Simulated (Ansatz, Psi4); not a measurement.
**Heat of formation of C2H4F2 (1,2-difluoroethane) from total energies**

C2H4F2: 8 atoms, total charge 0, spin state singlet. As SMILES, `FCCF`. The shape is that of a PBE0-D4/def2-TZVP optimisation. This is one conformer, not always the lowest.

Total energies at HSE06/def2-SVPD (Psi4 1.11); the atoms run unrestricted:

| species | state | energy (Eh) |
| --- | --- | --- |
| C2H4F2 | singlet | -277.839336 |
| F | doublet | -99.568876 |
| C | triplet | -37.765872 |
| H | doublet | -0.500491 |

Harmonic wavenumbers at PBE0-D4/def2-TZVP, in cm⁻¹: 153, 327, 500, 883, 913, 1110, 1132, 1142, 1265, 1308, 1400, 1439, 1481, 1483, 3047, 3057, 3102, 3116.

Measured heats of formation of the gaseous atoms at 298.15 K, in kJ/mol: F 79.4, C 716.9, H 218.0. Spin-orbit lowering of the atoms at 298 K (mean of the ground term's levels less their thermal mean, from spectra), in kJ/mol: F 1.29, C 0.02. Take 1 Eh = 2625.50 kJ/mol, 1 cm⁻¹ = 0.0119627 kJ/mol, RT = 2.479 kJ/mol.

Q: What heat of formation follows?

A: 
1. Electronic atomisation energy: 2 × (-99.568876) + 2 × (-37.765872) + 4 × (-0.500491) − (-277.839336) = 1.167876 Eh = 3066.3 kJ/mol.
2. Zero-point energy: half the sum of the wavenumbers, 13429 cm⁻¹ = 160.6 kJ/mol.
3. Thermal vibrational enthalpy, Σ hcν̃/(exp(hcν̃/kT) − 1): 3.9 kJ/mol. Translation, rotation and pV of a non-linear molecule: 4 RT = 9.9 kJ/mol.
4. The 8 free atoms carry 5/2 RT each: 49.6 kJ/mol.
5. Spin-orbit coupling lowers the free atoms by 2 × 1.29 + 2 × 0.02 = 2.6 kJ/mol.
6. Atomisation enthalpy at 298 K: 3066.3 − 2.6 − 160.6 − 3.9 − 9.9 + 49.6 = 2938.9 kJ/mol.
7. Sum of the atoms' heats of formation: 2464.6 kJ/mol. Heat of formation: 2464.6 − 2938.9 = -474.3 kJ/mol.

The tabulated value is -450.4 kJ/mol (Active Thermochemical Tables), so this level is off by -23.9 kJ/mol, or 0.8 % of the atomisation enthalpy that the table implies (2914.9 kJ/mol). Anharmonicity and any spin-orbit splitting of the molecule are left out.
